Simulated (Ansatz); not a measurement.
**singlet AlNH2Cl−: levels of theory compared**

We compute a comparison of 6 runs (B3LYP/6-31G*, B3LYP/aug-cc-pVDZ, BLYP/aug-cc-pVDZ, PBE0/aug-cc-pVDZ, SVWN5/aug-cc-pVDZ, RPA@PBE/aug-cc-pVDZ) of singlet AlNH2Cl−. 

Program for the calculation: Ansatz 0.2.0.

71 further runs of the same task are left out: 71 set aside as unsound or not needed.

## Step 1: The molecule

AlNH2Cl− has 5 atoms, charge -1, and is taken as a singlet. SMILES of the parent species: `[NH2][Al][Cl]`. The shape is that of a PBE0-D4/def2-TZVP optimisation. This is one conformer, not always the lowest. That shape belongs to the parent species and isn't relaxed for this state.

Bond lengths: N1–Al2 1.765 Å, Al2–Cl3 2.116 Å, N1–H4 1.007 Å, N1–H5 1.009 Å. Angles: N1–Al2–Cl3 116.7°, Al2–N1–H4 124.9°, Al2–N1–H5 124.1°, H4–N1–H5 111.0°.

## Step 2: A single-point energy at B3LYP/6-31G(d) (Cartesian functions) (run 1)

Input file in.yaml:

```yaml
crystal:
  periodic: [false, false, false]
  atoms:
    - {symbol: N, position_ang: [-0.549400, 0.461700, -0.232000]}
    - {symbol: Al, position_ang: [0.402600, -0.291600, 1.049100]}
    - {symbol: Cl, position_ang: [1.907000, -1.649700, 0.440800]}
    - {symbol: H, position_ang: [-1.293600, 1.123300, -0.083500]}
    - {symbol: H, position_ang: [-0.416600, 0.282700, -1.215900]}
basis:
  gaussian:
    orbitals: "6-31G*"
total_charge: -1
hamiltonian:
  xc: {name: B3LYP}
accuracy: high
output: {orbitals: {seedname: orbitals}}
```

Run with:

```console
$ ansatz run in.yaml --threads 1 --pin off --max-ram 3480MiB --events-out events.jsonl --progress --plain --runs-dir runs
```

The log of the run:

```text
Warning: RAYON_NUM_THREADS=1 ignored (pool sized by the plan → 1); use --threads N
Functional definition: B3LYP
  name "B3LYP"
  parameter a0 = 0.2
  parameter ax = 0.72
  parameter ac = 0.81
  exchange = (1 - a0 - ax)*slater_x + ax*b88_x + a0*exact_x
  correlation = (1 - ac)*vwn_rpa_c + ac*lyp_c
1129 factors; integrals over basis functions are off by at most 1.0e-8 eV
mean field evaluation 1: about -20642.3472 eV, gradient 3.4e1 eV
mean field evaluation 2: about -20636.7174 eV, gradient 5.9e1 eV
mean field evaluation 4: about -20644.6559 eV, gradient 1.3e0 eV
mean field evaluation 8: about -20644.7210 eV, gradient 4.6e-2 eV
mean field evaluation 16: about -20644.7210 eV, gradient 3.2e-6 eV
mean field -20644.72097936 eV, -758.6795024970 hartree, gradient 4.2e-8 eV, S^2 0.000000; 0 other end points of the search recorded, 0 dependent functions left out
reference -20644.72101209 eV, -758.6795036997 hartree; 20, 20 occupied and 37, 37 virtual orbitals, 1129 factors
Total energy: -20644.72101209 eV, -758.6795036997 hartree
```

Wall time 6.3 s (1 thread of Arm Neoverse N1, shared host); peak memory 0.15 GiB.

## Step 3: A single-point energy at B3LYP/aug-cc-pVDZ (run 2)

Input file input.yaml:

```yaml
crystal:
  periodic: [false, false, false]
  atoms:
    - {symbol: "N", position_ang: [-0.549400, 0.461700, -0.232000]}
    - {symbol: Al, position_ang: [0.402600, -0.291600, 1.049100]}
    - {symbol: Cl, position_ang: [1.907000, -1.649700, 0.440800]}
    - {symbol: H, position_ang: [-1.293600, 1.123300, -0.083500]}
    - {symbol: H, position_ang: [-0.416600, 0.282700, -1.215900]}
basis:
  gaussian:
    orbitals: aug-cc-pVDZ
total_charge: -1
hamiltonian:
  xc: {name: B3LYP}
accuracy: high
output: {orbitals: {seedname: orbitals}}
```

Run with:

```console
$ ansatz run input.yaml --threads 1 --pin off --max-ram 3480MiB --events-out events.jsonl --progress --plain --runs-dir runs
```

The log of the run, cut to the lines that bear on the results:

```text
Warning: RAYON_NUM_THREADS=1 ignored (pool sized by the plan → 1); use --threads N
[... 7 set-up lines as earlier in the session ...]
1868 factors; integrals over basis functions are off by at most 3.7e-9 eV
mean field evaluation 1: about -20642.2679 eV, gradient 4.5e1 eV
mean field evaluation 2: about -20624.2811 eV, gradient 9.0e1 eV
mean field evaluation 4: about -20646.5030 eV, gradient 2.9e0 eV
mean field evaluation 8: about -20646.5762 eV, gradient 3.3e-1 eV
mean field evaluation 16: about -20646.5766 eV, gradient 1.0e-4 eV
mean field -20646.57655880 eV, -758.7476937837 hartree, gradient 3.1e-8 eV, S^2 0.000000; 0 other end points of the search recorded, 0 dependent functions left out
reference -20646.57659370 eV, -758.7476950663 hartree; 20, 20 occupied and 75, 75 virtual orbitals, 1868 factors
Total energy: -20646.57659370 eV, -758.7476950663 hartree
```

Run time: 14 s. Hardware: 1 thread of Arm Neoverse N1, shared host; peak memory 0.29 GiB.

Runs 3 to 5 aren't shown in full; the table further down has their settings and results.

## Step 4: The energy at RPA@PBE/aug-cc-pVDZ (run 6)

Input file molecule.yaml:

```yaml
basis:
  gaussian:
    orbitals: aug-cc-pVDZ
crystal:
  periodic: [false, false, false]
  atoms:
    - symbol: "N"
      position_ang: [-0.549400, 0.461700, -0.232000]
    - symbol: Al
      position_ang: [0.402600, -0.291600, 1.049100]
    - symbol: Cl
      position_ang: [1.907000, -1.649700, 0.440800]
    - symbol: H
      position_ang: [-1.293600, 1.123300, -0.083500]
    - symbol: H
      position_ang: [-0.416600, 0.282700, -1.215900]
total_charge: -1
hamiltonian:
  xc: {name: PBE}
correlation:
  method: rpa
  frozen_orbitals: {Al: 5, Cl: 5, H: 0, "N": 1}
accuracy: high
```

Run with:

```console
$ ansatz run molecule.yaml --threads 1 --pin off --max-ram 3480MiB --events-out events.jsonl --progress --plain --runs-dir runs
```

The log of the run, cut to the lines that bear on the results:

```text
Warning: RAYON_NUM_THREADS=1 ignored (pool sized by the plan → 1); use --threads N
Functional definition: PBE
  name "PBE"
[...]
1868 factors; integrals over basis functions are off by at most 3.7e-9 eV
[...]
mean field -20634.81049113 eV, -758.3152987722 hartree, gradient 2.7e-8 eV, S^2 0.000000; 0 other end points of the search recorded, 0 dependent functions left out
11 core orbitals not correlated: weight in the atoms' cores, before any rotation towards them, 1.000 or more for the frozen orbitals, at most 0.000 for the correlated occupied ones
reference -20602.08301994 eV, -757.1125863893 hartree; 9, 9 occupied and 75, 75 virtual orbitals, 1868 factors
Total energy: -20619.88882977 eV, -757.7669378314 hartree
```

It took 22 s on 1 thread of Arm Neoverse N1, shared host; peak memory 0.32 GiB.

## Step 5: All runs side by side

```
run                               level  Cartesian functions  frozen core orbitals  energy (Eh)  HOMO energy (eV)  LUMO energy (eV)  HOMO–LUMO gap (eV)  wall time
  1  B3LYP/6-31G* (Cartesian functions)                  yes                     –  -758.679504              1.28              4.90                3.62      6.3 s
  2                   B3LYP/aug-cc-pVDZ                   no                     –  -758.747695              0.39              2.65                2.26       14 s
  3                    BLYP/aug-cc-pVDZ                   no                     –  -758.686140              1.01              2.48                1.46       13 s
  4                    PBE0/aug-cc-pVDZ                   no                     –  -758.378802              0.30              2.79                2.49       15 s
  5                   SVWN5/aug-cc-pVDZ                   no                     –  -755.721299              0.82              2.39                1.57      7.8 s
  6                 RPA@PBE/aug-cc-pVDZ                   no                    11  -757.766938                 –                 –                   –       22 s
```

## Step 6: What came out

| quantity | value |
| --- | --- |
| run 6: total energy | -757.76694 Eh |
| run 6: RPA correlation energy (valence) | -654.4 mEh |

**Reading.** Over runs 1, 2, 3, 4, 5 the HOMO–LUMO gap runs from 1.46 eV (BLYP/aug-cc-pVDZ) to 3.62 eV (B3LYP/6-31G*). The two ends differ in method and basis. The empty levels of an anion lie above zero and hang on the basis. Totals of different functionals can't be ranked against each other. In runs 1, 2, 3, 4, 5 the HOMO lies above zero, so the outermost electron may be held by the basis alone. All runs together took 77 s, the longest 22 s.
